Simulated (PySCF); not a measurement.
Job file and geometry (Å, from GFN2-xTB) of an NMR shielding run on SMILES [NH3+][BH3-], BH$_{6}$N, GIAO PBE0/pcSseg-1 NMR shielding, non-relativistic, gas phase (PySCF 2.14.0, density-fitted response routines); density fitting, a coarse starting grid and PySCF grid level 2 are the driver's defaults:

```
$ OMP_NUM_THREADS=1 python probes_run.py task.json out

{"job": {"kind": "nmr", "xc": "PBE0", "basis": "pcSseg-1"}, "charge": 0, "multiplicity": 1}
B     -0.826597     0.039512     0.052643
N      0.826070    -0.037445    -0.059147
H     -1.233729    -0.248102    -1.028473
H     -1.127529    -0.750181     0.891440
H     -1.072504     1.162973     0.360071
H      1.221013     0.203738     0.841623
H      1.132956     0.619683    -0.766040
H      1.089377    -0.980765    -0.316683
```

Problem. Write the output of this run.

Solution. 
```
coarse grid: 5872 points
cycle   1  E = -83.0393034536  dE = -5.536e-02  |g| = 3.440e-01  |ddm| = 2.079e+00
cycle   2  E = -83.0587405585  dE = -1.944e-02  |g| = 2.682e-01  |ddm| = 6.653e-01
cycle   3  E = -83.0824893185  dE = -2.375e-02  |g| = 2.451e-02  |ddm| = 2.788e-01
cycle   4  E = -83.0826297885  dE = -1.405e-04  |g| = 1.252e-02  |ddm| = 2.740e-02
cycle   5  E = -83.0826609634  dE = -3.117e-05  |g| = 2.461e-03  |ddm| = 7.504e-03
cycle   6  E = -83.0826621441  dE = -1.181e-06  |g| = 1.634e-04  |ddm| = 1.532e-03
final grid: 54432 points
cycle   7  E = -83.0895744622  dE = -2.267e-05  |g| = 5.905e-03  |ddm| = 1.506e-02
cycle   8  E = -83.0895722422  dE =  2.220e-06  |g| = 6.969e-03  |ddm| = 8.860e-03
cycle   9  E = -83.0895828960  dE = -1.065e-05  |g| = 5.541e-04  |ddm| = 4.417e-03
cycle  10  E = -83.0895829763  dE = -8.027e-08  |g| = 8.061e-05  |ddm| = 4.478e-04
cycle  11  E = -83.0895829779  dE = -1.640e-09  |g| = 9.727e-06  |ddm| = 6.310e-05
cycle  12  E = -83.0895829779  dE = -2.055e-11  |g| = 9.063e-07  |ddm| = 9.143e-06
converged SCF energy = -83.0895829779

GIAO shielding tensors (ppm)
atom      isotropic    diamagn.    paramagn.     s11        s22        s33       span
  0 B      125.611     189.664     -64.053    111.339    111.359    154.134     42.795
  1 N      230.493     315.157     -84.664    215.121    238.151    238.208     23.088
  2 H       29.601      30.332      -0.731     27.070     28.200     33.534      6.463
  3 H       29.599      30.332      -0.733     27.069     28.198     33.531      6.462
  4 H       29.604      30.342      -0.737     27.072     28.201     33.541      6.469
  5 H       29.005      29.901      -0.895     22.633     25.581     38.802     16.169
  6 H       29.005      29.884      -0.879     22.640     25.572     38.803     16.163
  7 H       29.013      29.895      -0.882     22.649     25.575     38.814     16.165
```

Size and cost of the density-fitted run: 64 basis functions, 4.3 s wall time on 1 thread of an Arm Neoverse N1, shared host; peak memory 0.31 GiB.
